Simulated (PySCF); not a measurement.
**Worked example for methanethiol: proton affinity at atom S2**

Structure: `CS` (CH4S). Atom numbers as in the mapped SMILES `[CH3:1][SH:2]`.

Level of theory: ωB97X-D3(BJ)/def2-TZVP single points in PySCF, grid level 2; every species was optimised with PBE0-D3(BJ)/def2-SVP. ωB97X-D3(BJ) is ωB97X-V with D3(BJ) in place of VV10. Zero-point and thermal terms (298.15 K, 1 bar) come from unscaled PBE0-D3(BJ)/def2-SVP harmonic frequencies, with soft modes damped to free rotors in the entropy.

Step: `C[SH2+]` → `CS` + H⁺.

```csv
species,charge,multiplicity,E / Eh
C[SH2+],1,1,-439.075614
CS,0,1,-438.766753
```

Thermal terms, products less reactant: Δ(H − E) = -21.65 kJ/mol, Δ(G − E) = -53.07 kJ/mol (the bare proton has no electronic energy, H = 5/2 RT). 1 Eh = 2625.50 kJ/mol.

Question: What are ΔE, ΔH and ΔG of this step?

Answer: ΔE = 0.308861 Eh = 810.91 kJ/mol; ΔH = 789.3 kJ/mol; ΔG = 757.8 kJ/mol, all in the gas phase at 298.15 K and 1 bar. The digits show the arithmetic; the method itself can be off by 10 kJ/mol or more.
